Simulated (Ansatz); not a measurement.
**LiPH₂ (triplet): the correlation ladder at scale of all distances = 1.320, 6-31G**

The task here is to estimate one member of a computed series from the others.

The runs use Ansatz 0.2.0, Gaussian basis; 6-31G, core rule «outside noble gas», up to 6 orbitals frozen.

The runs, in order: UHF; CCSD(T) on ROHF; CCSD(T) on UHF; BCCD(T) on ROHF; CISD as a restricted active space (open shells left free, so some higher excitations enter); CCSDT(Q) on ROHF; CCSDT(Q) on UHF; CASSCF and MRCISD+Q, 4 electrons in 4 orbitals; CASSCF and NEVPT2, 4 electrons in 4 orbitals; Full CI.

34 further runs of the same task are left out: 19 for a known fault of the program, 11 that didn't finish, 4 set aside as unsound or not needed. Runs told in other sessions of the task aren't counted.

## What is computed

The geometry derives from a PBE0/def2-TZVP stationary point (not a proven minimum). All distances are scaled together.

4 atoms, charge 0, spin multiplicity 3.

Atoms are counted from 1 here; the program's logs count them from 0.

No contacts short enough for the rule that draws bonds.

Coordinates:

| atom | x (Å) | y (Å) | z (Å) |
| --- | --- | --- | --- |
| P1 | 0.00000 | 0.03606 | 0.64542 |
| Li2 | 0.00000 | -0.00147 | -3.40223 |
| H3 | 0.00000 | 0.66567 | 2.42468 |
| H4 | 0.00000 | -1.76359 | 1.17051 |

The first run:

in.yaml reads:

```yaml
crystal:
  periodic: [false, false, false]
  atoms:
    - {symbol: P, position_ang: [0.000000, 0.036057, 0.645422]}
    - {symbol: Li, position_ang: [0.000000, -0.001469, -3.402231]}
    - {symbol: H, position_ang: [0.000000, 0.665672, 2.424684]}
    - {symbol: H, position_ang: [0.000000, -1.763586, 1.170511]}
basis:
  gaussian: {orbitals: 6-31G}
magnetization: {spin_polarized: true, initial_magnetization: 2}
hamiltonian: {xc: hf}
output: {orbitals: {seedname: orbitals}}
```

The run is started by

```bash
$ ansatz run in.yaml --threads 1 --pin off --events-out ev --progress --plain --max-ram 2393MiB
```

Among the steps run: UHF; CCSD(T) on ROHF; CCSD(T) on UHF; BCCD(T) on ROHF; CISD as a restricted active space (open shells left free, so some higher excitations enter); CCSDT(Q) on ROHF; CCSDT(Q) on UHF; CASSCF and MRCISD+Q, 4 electrons in 4 orbitals; CASSCF and NEVPT2, 4 electrons in 4 orbitals; Full CI.

One of the session's tables, all rows but one given; the rest of the session is left out.

| method | from FCI (meV) |
| --- | --- |
| ROHF | +2596.8 |
| UHF | +2369.2 |
| RMP2 | +877.4 |
| UMP2 | +1116.2 |
| CISD | +192.1 |
| RCCSD | +48.3 |
| UCCSD | +60.7 |
| RCCSD(T) | +12.2 |
| UCCSD(T) | +23.3 |
| BCCD(T) | ? |
| RCCSDT | +2.3 |
| UCCSDT | +3.7 |
| RCCSDT(Q) | +0.1 |
| UCCSDT(Q) | +0.2 |
| CASSCF pair | +1689.3 |
| NEVPT2 pair | +546.4 |
| FCI | 0 |

Estimate the missing values for BCCD(T).

As computed: from FCI (meV): +13.6. In the column «from FCI (meV)» it lies between RCCSD(T) (+12.2) and UCCSD(T) (+23.3).

Not comparable, so not listed: CASSCF and MRCISD+Q, 4 electrons in 4 orbitals (they don't share determinant, frozen orbitals or solution with the rows shown, or repeat one).

Limits of these values: Levels on UHF freeze UHF's core orbitals, full CI those of ROHF, so the U rows can settle a little off it for that reason alone. Restricted and unrestricted rows rest on different reference determinants; a gap between their highest levels can come from leftover correlation error, from unlike frozen cores or from another state. Warnings in the runs' records: passed over end.
